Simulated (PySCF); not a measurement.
C₄H₄O.
Bonds: C1–C2 (aromatic), C2–C3 (aromatic), C3–O4 (aromatic), O4–C5 (aromatic), C1–C5 (aromatic). Hydrogens: H6 on C1; H7 on C2; H8 on C3; H9 on C5.

Computed, not measured: CAM-B3LYP/6-31G* geometry optimisation, gas phase in PySCF 2.14.0.

Task: List the bond lengths and angles at this level.

Result: 
| bond | length (bohr) | order |
| --- | --- | --- |
| C1–C2 | 2.708 | aromatic |
| C3–O4, O4–C5 | 2.563 | aromatic |
| C1–C5, C2–C3 | 2.560 | aromatic |
| C1–H6, C2–H7 | 2.041 | single |
| C3–H8, C5–H9 | 2.039 | single |

Bonds in one row agree within 0.02 bohr and their mean is given. Orders are formal, as drawn. A selection of angles:
| angle | degrees |
| --- | --- |
| C2–C1–C5 | 105.9 |
| C2–C1–H6 | 127.4 |
| C5–C1–H6 | 126.6 |
| C2–C3–O4 | 110.5 |
| C2–C3–H8 | 133.7 |
| O4–C3–H8 | 115.8 |
| C3–O4–C5 | 106.9 |

The 5-membered ring C1–C2–C3–O4–C5 has internal angles of 105.9° to 110.6°; it is planar, 0.00 Å rms from its mean plane, widest ring torsion 0°. The 5 heavy atoms lie in one plane (0.000 Å rms). The C–C distances run from 1.354 Å (C1–C5, aromatic) to 1.433 Å (C1–C2, aromatic), a spread of 0.079 Å.

Point group: C2v (tolerance 0.08 Å). No frequency check.
